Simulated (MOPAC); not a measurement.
MOPAC input (PM6):

```
PM6 1SCF CHARGE=-1 GEO-OK AUX(PRECISION=9) THREADS=1
C2H5S

C     1.53627673 1    0.57214827 1    0.32255110 1
C     0.05198928 1    0.83817034 1    0.12503813 1
S    -0.85436042 1   -0.66617625 1   -0.25128999 1
H    -1.61383760 1   -0.85876183 1    0.86582543 1
H    -0.11397751 1    1.50680258 1   -0.72768466 1
H     2.07101338 1    1.53091325 1    0.40204664 1
H     1.72829395 1    0.03199031 1    1.26074749 1
H     2.06867853 1   -0.01403613 1   -0.46583059 1
```

From the last part of the output:

```
                                                       MOPAC v23.2.5 Linux

          FINAL HEAT OF FORMATION =         12.23122 KCAL/MOL =      51.17541 KJ/MOL

          COSMO AREA              =        100.05 SQUARE ANGSTROMS
          COSMO VOLUME            =         84.62 CUBIC ANGSTROMS

          IONIZATION POTENTIAL    =          1.518488 EV
          HOMO LUMO ENERGIES (EV) =         -1.518  7.678
          NO. OF FILLED LEVELS    =         10
          MOLECULAR WEIGHT        =         61.1215         POINT GROUP:  C1

          MOLECULAR DIMENSIONS (Angstroms)

            Atom       Atom       Distance
            H     6    H     4     4.41631
            H     7    H     5     3.04001
            H     6    H     8     1.57666

          SCF CALCULATIONS        =          1

   ATOM   CHEMICAL          X               Y               Z
  NUMBER   SYMBOL      (ANGSTROMS)     (ANGSTROMS)     (ANGSTROMS)

     1       C          1.53627673  *   0.57214827  *   0.32255110  *
     2       C          0.05198928  *   0.83817034  *   0.12503813  *
     3       S         -0.85436042  *  -0.66617625  *  -0.25128999  *
     4       H         -1.61383760  *  -0.85876183  *   0.86582543  *
     5       H         -0.11397751  *   1.50680258  *  -0.72768466  *
     6       H          2.07101338  *   1.53091325  *   0.40204664  *
     7       H          1.72829395  *   0.03199031  *   1.26074749  *
     8       H          2.06867853  *  -0.01403613  *  -0.46583059  *

                             CARTESIAN COORDINATES

   1    C        1.536276730     0.572148270     0.322551100
   2    C        0.051989280     0.838170340     0.125038130
   3    S       -0.854360420    -0.666176250    -0.251289990
   4    H       -1.613837600    -0.858761830     0.865825430
   5    H       -0.113977510     1.506802580    -0.727684660
   6    H        2.071013380     1.530913250     0.402046640
   7    H        1.728293950     0.031990310     1.260747490
   8    H        2.068678530    -0.014036130    -0.465830590

           Empirical Formula: C2 H5 S  =     8 atoms

      MOLECULAR POINT GROUP   :   C1

                  EIGENVALUES
 -24.25454 -19.72996 -13.21754  -8.89045  -8.61505  -7.01882  -6.61056  -5.04656
  -3.06943  -1.51849   7.67780   7.98215   9.50616   9.92150  10.02676  10.32972
  10.81315  11.01216  11.17996  11.39873  12.13150  13.17068

              NET ATOMIC CHARGES AND DIPOLE CONTRIBUTIONS

  ATOM NO.   TYPE          CHARGE      No. of ELECS.   s-Pop       p-Pop       d-Pop
    1          C          -0.375963        4.3760     1.07847     3.29749
    2          C          -0.536945        4.5369     1.23878     3.29816
    3          S          -0.557346        6.5573     1.91484     4.47454     0.16797
    4          H           0.145999        0.8540     0.85400
    5          H           0.071736        0.9283     0.92826
    6          H           0.084434        0.9156     0.91557
    7          H           0.096059        0.9039     0.90394
    8          H           0.072027        0.9280     0.92797
 DIPOLE           X         Y         Z       TOTAL
 POINT-CHG.     0.235    -1.037     0.603     1.222
 HYBRID         1.122    -0.004    -0.693     1.319
 SUM            1.357    -1.041    -0.090     1.713

          ATOMIC ORBITAL ELECTRON POPULATIONS

     Atom    s        px        py        pz      x^2-y^2     xz        z^2       yz        xy
    1  C   1.07847   1.10072   1.08820   1.10857
    2  C   1.23878   0.94578   0.89005   1.46233
    3  S   1.91484   1.59081   1.53592   1.34781   0.02995   0.06780   0.01008   0.04174   0.01840
    4  H   0.85400
    5  H   0.92826
    6  H   0.91557
    7  H   0.90394
    8  H   0.92797

 **********************
 *                    *
 * JOB ENDED NORMALLY *
 *                    *
 **********************

 == MOPAC DONE ==
```

The dipole moment of an ion depends on the origin.
